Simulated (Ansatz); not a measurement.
Cost and result up the ladder for cyclo-(SiH2)3 (Si3H6) (9 atoms). The state is a singlet with charge 0. Geometry: PBE-D4/def2-TZVP.

Cartesian coordinates in Å:
```
Si 0.289 -1.302 0.220
H 0.246 -1.938 1.569
H 0.682 -2.254 -0.860
Si 0.981 0.928 0.054
H 1.795 1.335 -1.130
H 1.365 1.653 1.301
Si -1.269 0.373 -0.274
H -1.831 0.447 -1.656
H -2.258 0.758 0.776
```

Ansatz on 4 threads of Intel Xeon on a shared host. Times are rough, and most runs start from the orbitals of an earlier one. ωB97X-V/def2-TZVP serves as the yardstick here, not as an exact answer. Differences are given only for rows in sets of like size (and for xTB, whose basis is part of the method), since another set adds its own error. Binding counts from free atoms at the same level (Si triplet, H doublet; other spins of the atoms weren't run), without zero-point energy or a counterpoise term.

Correlated methods freeze 15 core orbitals.

Correlated methods converge slowly with the basis.

```tsv
level	functions	wall time	binding energy per atom (eV)	difference from ωB97X-V/def2-TZVP (eV)
HF/STO-3G	33	0.4 s	3.12	–
PBE-D4/def2-SVP	84	1.3 s	2.85	–
HF/def2-TZVP	147	1.5 s	2.15	-0.77
PBE0-D4/def2-SVP	84	1.7 s	2.85	–
MP2/def2-TZVP	147	3 s	2.71	-0.22
PBE-D4/def2-TZVPD	183	3 s	2.87	-0.06
PBE0-D4/def2-TZVP	147	3.2 s	2.86	-0.06
r2SCAN-D4/def2-TZVP	147	3.2 s	2.90	-0.03
PBE0-D4/def2-TZVPD	183	3.6 s	2.86	-0.06
r2SCAN0-D4/def2-TZVP	147	4 s	2.88	-0.05
r2SCAN-D4/def2-TZVPD	183	4.6 s	2.90	-0.03
ωB97X-V/def2-TZVP	147	7 s	2.93	0.00
CCSD(T)/def2-TZVPD	183	24 s	2.77	-0.16
CCSD(T)/def2-TZVPP	210	35 s	2.81	-0.12
```
